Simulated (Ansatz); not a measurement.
# AlCl2I (AlCl2I): the cost of one run

The runs use Ansatz 0.2.0, Gaussian basis; the settings change from run to run.

1 further run of the same task is left out (set aside as unsound or not needed).

### Step 1. The relaxed structure

The geometry comes from an earlier relaxation with PBE0-D4/def2-SVP; it is a stationary point. I takes a core potential in def2 sets; no spin-orbit term is included.

4 atoms, charge 0, spin multiplicity 1.

Atoms are counted from 1 here; the program's logs count them from 0.

Bond lengths: Al1–Cl2 2.084 Å, Al1–Cl3 2.084 Å, Al1–I4 2.439 Å. Angles: Cl2–Al1–Cl3 118.8°, Cl2–Al1–I4 120.6°, Cl3–Al1–I4 120.6°.

### Step 2. wB97X/ANO-RCC-VTZP

Options: a point charge of 0.50 e beside it, the search for lower states set to full.

in.yaml reads:

```yaml
crystal:
  periodic: [false, false, false]
  atoms:
    - {symbol: Al, position_ang: [0.040631, 0.068346, -0.000178]}
    - {symbol: Cl, position_ang: [2.124142, 0.064031, 0.012354]}
    - {symbol: Cl, position_ang: [-0.959041, 1.896330, -0.017980]}
    - {symbol: I, position_ang: [-1.205732, -2.028707, 0.005804]}
basis:
  gaussian: {orbitals: ANO-RCC-VTZP, point_charges: [{charge: 0.50, position_ang: [5.764, -0.077, 0.068]}]}
hamiltonian: {xc: {name: wB97X}}
scf: {lower_state_search: full}
output: {forces: true}
```

Launch:

```bash
> ansatz run in.yaml --threads 4 --pin off --events-out ev --progress --plain --max-ram 3916MiB
```

**Question.** How long does this run take on 4 threads of Arm Neoverse V1, shared host, and how much memory does it need?

About 24 s, with a peak of 0.7 GiB.
